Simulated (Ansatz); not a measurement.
# Relaxing hydrogen (H2 molecule)

Method: DFT, PBE, plane waves (420 eV) with PAW, scalar-relativistic in Ansatz 0.2.0.

k-point mesh 1×1×1, Fermi-Dirac smearing 0.01 eV, no spin polarisation. The box is fixed.

Starting structure:

```yaml
crystal:
  lattice:
    - [12.0, 0.0, 0.0]
    - [0.0, 12.3, 0.0]
    - [0.0, 0.0, 12.6]
  atoms:
    - { symbol: H, position: [0.5, 0.5, 0.4702380952] }
    - { symbol: H, position: [0.5, 0.5, 0.5297619048] }
hamiltonian:
  xc: pbe
  pseudopotentials:
    kind: paw
    azcp:
      H: "pseudopotentials/H.paw.azcp"
basis:
  ecutwfc: 420
  fft_grid_basis: typed
kpoints:
  mp_grid: { grid: [1, 1, 1], shift: [0, 0, 0] }
magnetization:
  spin_polarized: false
scf:
  occupations: { method: fermi_dirac, width: 0.01 }
relax:
  max_steps: 60
  f_tol: 0.01
```

Q: What is the relaxed bond length?

A: 0.750 Å (start 0.750 Å).
